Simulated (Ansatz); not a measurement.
# Strength of the C–N bond: C2H7N → CH4N + CH3

Species: C2H7N (dimethylamine) `CNC`, singlet; CH4N (methyl amino radical) `C[NH]`, doublet; CH3 (methyl radical) `[CH3]`, doublet. 

Shapes, held fixed at every level: PBE0-D4/def2-TZVP. Programs: Ansatz 0.2.0. The zero-point and thermal change to 298 K, harmonic and unscaled (PBE0-D4/def2-TZVP), is -28.3 kJ/mol.

**Question.** Estimate ΔH(298 K) of this reaction.

**Answer.** The highest level, CCSD(T)/CBS estimate, gives ΔH(298 K) = +342.4 kJ/mol; the levels span +192.7 to +421.2. The column of differences is taken from that level and isn't an error. Hartree–Fock misses the correlation of the pair that is broken and comes out low. No measured value is set beside it here. Open shells run unrestricted unless RO is named. The CBS estimate extrapolates MP2 from def2-TZVPP and def2-QZVPP and adds CCSD(T) − MP2 in the triple-zeta set, cores frozen.

| level | kind | ΔH(298 K) (kJ/mol) | less CCSD(T)/CBS estimate |
| --- | --- | --- | --- |
| HF/def2-TZVPP | Hartree–Fock | +192.7 | -149.7 |
| SPW92/def2-TZVPP | LDA | +421.2 | +78.8 |
| PBE0-D4/def2-TZVPP | global hybrid | +331.1 | -11.3 |
| r2SCAN0-D4/def2-TZVPP | global hybrid | +302.2 | -40.2 |
| B2PLYP/def2-TZVPP | double hybrid | +323.9 | -18.5 |
| CCSD/def2-SVP | coupled cluster or CI | +325.7 | -16.7 |
| CCSD(T)/def2-TZVPP | coupled cluster or CI | +331.3 | -11.1 |
| CCSD(T)/CBS estimate | coupled cluster or CI | +342.4 | 0.0 |
